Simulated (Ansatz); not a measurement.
A made-up structure of SiH$_{3}$S$_{2}$ (charge -1), closed shell:

Si1  (-0.664, -0.030, -1.113)
S2  (0.017, -0.124, 0.563)
S3  (1.085, -0.332, 2.251)
H4  (-2.061, -0.906, -1.314)
H5  (-0.534, 0.772, -2.251)
H6  (2.156, 0.621, 1.864)
(Å)

It is relaxed with PBE-D4/def2-SVPD and then PBE0-D4/def2-TZVPD (Ansatz 0.2.0). Atoms count as bonded within 1.22 times the sum of their covalent radii (H–H: 0.88 Å). The end point is not checked to be a true minimum.

**Question.** Does its bonding change? (A judgement: the text doesn't fix the answer.)

**Answer.** By the calculation: No: no bond forms or breaks.

Where it ends: The first stage lowers the energy by 4.78 eV in 14 steps. It ends as SiH₃S₂ ([SiH2][S][SH]), total charge -1:
```xyz
6
angstrom
Si -1.2198 0.2907 -1.0455
S -0.6773 0.6196 1.0446
S 1.0106 -0.4792 1.7245
H -1.2083 -1.2328 -1.1395
H 0.1215 0.5330 -1.7383
H 1.9733 0.2687 1.1542
```

Labels in which every atom is bracketed show which atoms are joined, not bond orders.

For scale, one of the runs: PBE0-D4/def2-TZVPD relaxation, 162 basis functions, launched by `ansatz run in.yaml --threads 2 --pin off --events-out ev --progress --plain --max-ram 4352MiB`. Hardware: 2 CPU threads of an Intel Xeon Platinum 8488C, shared host. Wall time about 40 s.
